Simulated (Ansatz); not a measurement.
**HS2O− (SMILES [S-]OS): one structure at several levels**

One table from this session's results is given with a row withheld; the runs are named, their logs left out.

Method: single points in def2-TZVPPD; program: Ansatz 0.2.0, Gaussian basis.

Cores are frozen in the correlated methods.

**The system as given**

4 atoms, charge -1, spin multiplicity 1.

Atoms are counted from 1 here; the program's logs count them from 0.

Bond lengths: S1–O2 1.711 Å, O2–S3 1.622 Å, S3–H4 1.329 Å. Angles: S1–O2–S3 122.9°, O2–S3–H4 98.9°.

As a file:

```
S    -1.6707   -0.2162    0.8270
O    -0.1840    0.5842    0.5518
S     0.6680    0.4137   -0.8173
H     1.2177   -0.7709   -0.5719
```

The first run:

Input file run/in.yaml:

```yaml
crystal:
  periodic: [false, false, false]
  atoms:
    - {symbol: S, position_ang: [-1.670700, -0.216200, 0.827000]}
    - {symbol: O, position_ang: [-0.184000, 0.584200, 0.551800]}
    - {symbol: S, position_ang: [0.668000, 0.413700, -0.817300]}
    - {symbol: H, position_ang: [1.217700, -0.770900, -0.571900]}
basis:
  gaussian: {orbitals: "def2-TZVPPD.json"}
total_charge: -1
correlation: {method: ccsd_t}
output: {forces: true}
```

The basis file named in the input lies beside it (Basis Set Exchange, JSON).

No record of the launch command was kept for these runs.

Among the steps run: CCSD(T)/def2-TZVPPD; PBE0-D4/def2-TZVPPD; wB97M-V/def2-TZVPPD; r2SCAN-D4/def2-TZVPPD; PBE-D4/def2-TZVPPD; revPBE-D4/def2-TZVPPD; wB97X-V/def2-TZVPPD.

One table of the session follows, with a row left open; its other results are not shown here.

| method | RMS force component (eV/Å) | angle to CCSD(T) forces (°) |
| --- | --- | --- |
| CCSD(T) | 0.621 | reference |
| PBE0-D4 | 0.461 | 18.0 |
| wB97M-V | 0.515 | 14.8 |
| r2SCAN-D4 | 0.578 | 16.8 |
| PBE-D4 | 0.739 | 26.5 |
| revPBE-D4 | ? | ? |
| wB97X-V | 0.508 | 17.9 |

Q: Estimate the row for revPBE-D4 from the others.

As computed: RMS force component (eV/Å): 0.804; angle to CCSD(T) forces (°): 26.1. In the column «RMS force component (eV/Å)» it is the highest.
